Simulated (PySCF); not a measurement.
# C2H2ClNO (t-1-Chloro-2-Nitrosoethene): the cost of one run

Computed with PySCF 2.14.0, with density-fitted response routines of our own, on a single molecule in the gas phase. Atoms count from 0, in the outputs and in this text.

## 1. Starting geometry

7 atoms, charge 0, multiplicity 1; geometry from: MMFF94s.

Bonds of the start (Å): O0–N1 1.24, N1–C2 1.33, C2–C3 1.34, C3–Cl4 1.71, C2–H5 1.09, C3–H6 1.08.

## 2. Optimising the geometry at PBE0-D3(BJ)/def2-SVP

Job settings and geometry (Å):

```
{"job": {"xc": "PBE0", "basis": "def2-SVP", "d3": "d3bj", "grid": 1, "kind": "geom"}, "charge": 0, "multiplicity": 1}
O     -2.382788     0.182556     0.424571
N     -1.426789    -0.306683    -0.186993
C     -0.244176     0.165511     0.199212
C      0.886953    -0.263926    -0.365896
Cl     2.434101     0.312994     0.096060
H     -0.207558     0.912867     0.988336
H      0.940258    -1.003318    -1.155290
```

Command:

```
$ OMP_NUM_THREADS=1 python probes_run.py task.json out
```

This one command runs all jobs of the session in turn.

Q: Estimate the wall time and peak memory of this first job on 1 thread of Arm Neoverse V2, shared host.

About 18 s, with a peak of 0.34 GiB.
